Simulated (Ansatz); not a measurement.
# C3H5NO: one species, many methods

One table from this session's results is given with a row withheld; the runs are named, their logs left out.

Method: functionals in def2-TZVPP, the program's frozen cores in correlated methods; program: Ansatz 0.2.0, Gaussian basis.

Levels to be run: LDA (SPW92), PBE-D4, revPBE-D4, BLYP-D4, r2SCAN-D4, B97M-V, PBE0-D4, B3LYP-D4, r2SCANh-D4, r2SCAN0-D4, HSE06-D4, BHLYP-D4, CAM-B3LYP-D4, LC-ωPBE, ωB97X-V, ωB97M-V, B2PLYP, PBE-QIDH; CCSD(T)/def2-SVP; CCSD(T)/def2-TZVPP; MP2/def2-QZVPP; extrapolation to the limit; RPA on PBE.

### Structure used throughout

All runs share one geometry, relaxed beforehand with PBE0-D4 in a triple-zeta def2 set.

SMILES `OC1=NCC1`, 10 atoms, charge 0, spin multiplicity 1.

Atoms are counted from 1 here; the program's logs count them from 0.

Bond lengths: O1–C2 1.327 Å, O1–H6 0.967 Å, C2–N3 1.278 Å, C2–C5 1.487 Å, N3–C4 1.491 Å, C4–C5 1.548 Å, C4–H7 1.092 Å, C4–H8 1.092 Å, C5–H9 1.091 Å, C5–H10 1.091 Å. Angles: C2–O1–H6 107.5°, O1–C2–N3 129.2°, O1–C2–C5 129.4°, N3–C2–C5 101.4°, C2–N3–C4 89.1°, N3–C4–C5 89.7°, N3–C4–H7 112.8°, N3–C4–H8 112.8°, C5–C4–H7 115.4°, C5–C4–H8 115.4°, H7–C4–H8 109.7°, C2–C5–C4 79.8°, C2–C5–H9 115.8°, C2–C5–H10 115.8°, C4–C5–H9 116.5°, C4–C5–H10 116.5°, H9–C5–H10 109.8°.

The first run:

in.yaml

```yaml
crystal:
  periodic: [false, false, false]
  atoms:
    - {symbol: O, position_ang: [-1.072995, 1.811395, -0.123093]}
    - {symbol: C, position_ang: [-0.482226, 0.624003, -0.169686]}
    - {symbol: N, position_ang: [-0.691099, -0.350952, -0.968937]}
    - {symbol: C, position_ang: [0.367828, -1.126159, -0.261051]}
    - {symbol: C, position_ang: [0.597568, 0.072326, 0.691798]}
    - {symbol: H, position_ang: [-1.731919, 1.836662, -0.831015]}
    - {symbol: H, position_ang: [1.210582, -1.377548, -0.907748]}
    - {symbol: H, position_ang: [-0.016668, -2.032020, 0.211411]}
    - {symbol: H, position_ang: [0.337634, -0.081499, 1.739967]}
    - {symbol: H, position_ang: [1.564294, 0.572692, 0.621354]}
basis:
  gaussian: {orbitals: def2-TZVPP}
hamiltonian: {xc: lda}
output: {orbitals: {seedname: orbitals}}
```

Launch:

```bash
ansatz run in.yaml --threads 2 --pin off --events-out ev --progress --plain --max-ram 4352MiB
```

Among the steps run: LDA; PBE-D4 (GGA); revPBE-D4 (GGA); BLYP-D4 (GGA); r2SCAN-D4 (meta-GGA); B97M-V (meta-GGA); PBE0-D4 (hybrid); B3LYP-D4 (hybrid); r2SCANh-D4 (hybrid); r2SCAN0-D4 (hybrid); HSE06-D4 (hybrid); BHLYP-D4 (hybrid); CAM-B3LYP-D4 (range-separated); LC-ωPBE (range-separated); ωB97X-V (range-separated); ωB97M-V (range-separated); B2PLYP (double hybrid); PBE-QIDH (double hybrid).

One table of the session follows, with a row left open; its other results are not shown here.

It belongs to the step «Frontier levels by functional». 

```
  functional  HOMO (eV)  LUMO (eV)  gap (eV)
 LDA (SPW92)      -6.28      -0.58      5.70
      PBE-D4      -6.14      -0.35      5.78
   revPBE-D4      -6.08      -0.27      5.81
     BLYP-D4      -6.05      -0.26      5.80
   r2SCAN-D4      -6.43      -0.09      6.34
      B97M-V      -6.55       0.00      6.55
     PBE0-D4      -7.57       0.76      8.34
    B3LYP-D4      -7.35       0.47      7.83
  r2SCANh-D4          ?          ?         ?
  r2SCAN0-D4      -7.74       0.92      8.66
    HSE06-D4      -7.17       0.37      7.54
    BHLYP-D4      -8.77       1.74     10.51
CAM-B3LYP-D4      -8.96       1.89     10.84
     LC-ωPBE     -10.32       3.18     13.50
     ωB97X-V      -9.94       3.05     12.99
     ωB97M-V      -9.85       2.58     12.43
```

**Question.** Estimate the row for r2SCANh-D4.

Worked estimate for «HOMO (eV)». Against the share of exact exchange, r2SCAN-D4 (0, -6.43), r2SCAN0-D4 (0.25, -7.74) give a slope of -5.24 per unit share; at 0.1 the line stands at -6.95.

As computed: HOMO (eV): -6.99; LUMO (eV): 0.31; gap (eV): 7.31. In «HOMO (eV)» the line misses by +0.04.
